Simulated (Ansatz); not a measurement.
Basis-set extrapolation for `N=CNCS` (PBE0-D4/def2-TZVP geometry, frozen core, Ansatz 0.2.0). Multiplicity 1, RHF reference.

```csv
,def2-TZVPP,def2-QZVPP
HF,-585.731083,-585.751383
MP2 correlation,-0.924172,-0.990571
CCSD(T) correlation,-1.007308,not run
```

Energies in hartree. Use E(X) = E(∞) + A·exp(−7.88·√X) for Hartree–Fock and E(X) = E(∞) + B·X^(−2.97) for correlation, with X = 3 and 4, and add CCSD(T) minus MP2 of the smaller set to the MP2 limit.

Problem. What is the CCSD(T) energy at the basis-set limit?

Solution. HF limit: -585.751383 + (-0.020300) × 0.13774 = -585.75418. MP2 limit: -0.990571 + (-0.066399) × 0.74074 = -1.03976. Higher-order term: -1.007308 − (-0.924172) = -0.08314. Total: -586.87708 hartree, 87.0 kcal/mol below CCSD(T)/def2-TZVPP.
